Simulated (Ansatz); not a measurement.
Cartesian coordinates in Å:
```
C -0.520 0.460 -0.929
O 0.096 -0.086 0.173
Mg 0.888 -0.785 1.585
H -0.616 -0.269 -1.746
H 0.040 1.319 -1.327
H -1.534 0.817 -0.695
H 1.646 -1.456 2.938
```

Total charge 0; spin multiplicity 1.

**Question.** List the PBE0/def2-TZVPP orbital energies in eV (Ansatz). (Best estimate.)

**Answer.** Computed: Occupied: -1276.90, -521.11, -278.62, -85.66, -50.96, -50.96, -50.78, -26.57, -17.92, -12.07, -11.70, -11.70, -7.99, -7.10, -7.10. Lowest empty: -0.58, 0.03, 0.03, 1.74, 2.34, 3.24, 3.24, 3.59.
